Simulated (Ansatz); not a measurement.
CaB6-type LaB6, treated with RPBE (PAW; Ansatz, a program for electronic structure).

Settings: plane-wave cutoff 520 eV, 14×14×14 k mesh, Fermi–Dirac smearing 0.05 eV, scalar-relativistic PAW data made under PBE.

Cell (relaxed at this level):

```cif
data_B6La
_chemical_formula_sum 'La1 B6'
_space_group_name_H-M_alt 'Pm-3m'
_space_group_IT_number 221
_space_group_name_Hall '-P 4 2 3'
_cell_length_a 4.18104
_cell_length_b 4.18104
_cell_length_c 4.18104
_cell_angle_alpha 90.000
_cell_angle_beta 90.000
_cell_angle_gamma 90.000
loop_
_atom_site_label
_atom_site_type_symbol
_atom_site_symmetry_multiplicity
_atom_site_Wyckoff_symbol
_atom_site_fract_x
_atom_site_fract_y
_atom_site_fract_z
_atom_site_occupancy
La1 La 1 a 0.00000 0.00000 0.00000 1
B1 B 6 f 0.19976 0.50000 0.50000 1
```

Problem. What does this level give for the bulk modulus and pressure derivative B′ of the bulk modulus?

Solution. 
bulk modulus: 166 GPa
pressure derivative B′ of the bulk modulus: 3.7

The run finds no gap.

Measured, for comparison: bulk modulus 164 ± 2 GPa (room temperature, no zero-point or thermal correction, isothermal; as tabulated in LaB6 under pressure, Phys. Rev. B 80, 172104 (doi 10.1103/PhysRevB.80.172104)). Computed (rounded) less measured: bulk modulus +1 %. A static lattice is as a rule a little smaller and stiffer than an uncorrected measurement, which narrows the difference in the bulk modulus and would widen misses of the other sign.

Note: the bulk modulus comes from volumes at which shape and atoms were relaxed.

Spin–orbit coupling is not included.

It cost around 4 core-minutes (rough) of CPU time.
